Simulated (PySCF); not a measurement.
Molecule: 2,2,2-trifluoroethanethiol, C$_{2}$H$_{3}$F$_{3}$S.

Molfile (atoms numbered from 1):
```
C2H3F3S
     RDKit          3D

  9  8  0  0  0  0  0  0  0  0999 V2000
   -1.3657    0.2370    0.9644 F   0  0  0  0  0  0  0  0  0  0  0  0
   -0.8357   -0.3757   -0.0989 C   0  0  0  0  0  0  0  0  0  0  0  0
   -1.1459   -1.6743   -0.0090 F   0  0  0  0  0  0  0  0  0  0  0  0
   -1.4307    0.1096   -1.1842 F   0  0  0  0  0  0  0  0  0  0  0  0
    0.6659   -0.2070   -0.1406 C   0  0  0  0  0  0  0  0  0  0  0  0
    1.2219    1.5103   -0.2314 S   0  0  0  0  0  0  0  0  0  0  0  0
    1.0943   -0.7261    0.7285 H   0  0  0  0  0  0  0  0  0  0  0  0
    1.0376   -0.7064   -1.0463 H   0  0  0  0  0  0  0  0  0  0  0  0
    0.7948    1.8584    1.0012 H   0  0  0  0  0  0  0  0  0  0  0  0
  1  2  1  0
  2  3  1  0
  2  4  1  0
  2  5  1  0
  5  6  1  0
  5  7  1  0
  5  8  1  0
  6  9  1  0
M  END
```

Geometry PBE0-D3(BJ)/def2-SVP throughout; GIAO in PySCF, gas phase, one conformer, non-relativistic; equivalent atoms averaged; basis pcSseg-2.

Problem. How do the shifts δ (against CFCl3, TMS, CS2 at the same level) depend on the functional? (ppm; last column core-seconds on shared hosts with different chips, so compare them loosely; the GGAs took longer than the global hybrids here, which isn't the general rule, and the cause wasn't traced)

Solution. 
```tsv
functional	kind	F1/F3/F4	C2	C5	S6	H7/H8	H9	core-s
HF	Hartree–Fock	-54.3	116.7	30.3	-112.8	2.63	2.23	12
LDA	LDA	-98.8	144.4	35.3	-106.6	2.93	2.12	24
PBE	GGA	-99.3	140.3	35.2	-92.5	2.88	1.94	29
BLYP	GGA	-99.0	141.1	36.8	-71.6	2.90	1.90	28
BP86	GGA	-99.4	140.1	35.4	-90.0	2.86	1.91	30
OPBE	GGA	-96.0	134.9	33.4	-103.2	2.85	1.95	30
KT2	GGA	-107.7	134.8	33.8	-88.0	2.90	1.94	38
KT3	GGA	-102.6	133.0	34.1	-80.6	2.89	1.90	38
B97-D	GGA	-96.6	136.8	35.7	-77.9	2.89	1.94	36
B3LYP	global hybrid	-85.6	136.7	35.4	-86.8	2.83	1.99	25
PBE0	global hybrid	-83.1	134.9	33.7	-108.1	2.79	2.04	25
mPW1PW91	global hybrid	-82.4	135.0	33.9	-106.5	2.79	2.02	25
WP04	global hybrid	-80.9	140.0	37.5	-65.5	2.83	1.86	20
B97-2	global hybrid	-83.9	133.5	34.0	-99.1	2.80	2.01	22
BHandHLYP	global hybrid	-70.8	129.6	33.5	-101.0	2.76	2.11	21
CAM-B3LYP	range-separated hybrid	-73.4	137.0	34.6	-94.3	2.78	2.11	28
wB97X-D	range-separated hybrid	-75.9	135.3	33.9	-103.2	2.72	2.07	50
LC-wPBE	range-separated hybrid	-60.3	138.5	33.0	-115.9	2.68	2.15	33
```

Problem. Which nucleus moves most, in ppm?

Solution. F1/F3/F4 (fluorine of a CF3 group): from -107.7 ppm with KT2 to -54.3 ppm with HF. The smallest spread is 0.30 ppm, at H7/H8. Proton shifts span only some 12 ppm, so a few tenths of a ppm matter as much there as several ppm in carbon.
